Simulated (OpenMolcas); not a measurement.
**HNO (nitroxyl): the vertical ionisation energy from total energies**

The species is HNO (3 atoms), meant as a singlet with charge 0. SMILES: `N=O`. Geometry: relaxed at GFN2-xTB.

| atom | x (Å) | y (Å) | z (Å) |
| --- | --- | --- | --- |
| N | -0.2759 | 0.2972 | -0.1148 |
| O | 0.7686 | 0.4180 | 0.4662 |
| H | -0.4926 | -0.7152 | -0.3514 |

Both states at this one shape; open shells run unrestricted unless said. 1 Eh = 27.2114 eV.

| level | program | singlet HNO (Eh) | doublet HNO+ (Eh) | HOMO of the first (eV) |
| --- | --- | --- | --- | --- |
| PBE/STO-3G | OpenMolcas | -128.559424 | -128.256997 | -1.79 |
| r2SCAN/STO-3G | OpenMolcas | -128.648780 | -128.340359 | -2.27 |
| B3LYP/STO-3G | OpenMolcas | -128.684597 | -128.369709 | -3.52 |
| M06-2X/STO-3G | OpenMolcas | -128.688734 | -128.368426 | -5.57 |

Q: Work out the vertical ionisation energy at each level.

A: 
1. PBE/STO-3G: -128.256997 − (-128.559424) = 0.302427 Eh = 8.23 eV; −ε(HOMO) = 1.79 eV.
2. r2SCAN/STO-3G: -128.340359 − (-128.648780) = 0.308421 Eh = 8.39 eV; −ε(HOMO) = 2.27 eV.
3. B3LYP/STO-3G: -128.369709 − (-128.684597) = 0.314888 Eh = 8.57 eV; −ε(HOMO) = 3.52 eV.
4. M06-2X/STO-3G: -128.368426 − (-128.688734) = 0.320308 Eh = 8.72 eV; −ε(HOMO) = 5.57 eV.

No measured value is set beside it here; the levels span 8.23 to 8.72 eV. In semi-local functionals −ε(HOMO) lies far under the ionisation energy, a result of self-interaction, while the difference of totals does much better. Minimal sets are far from the basis-set limit.
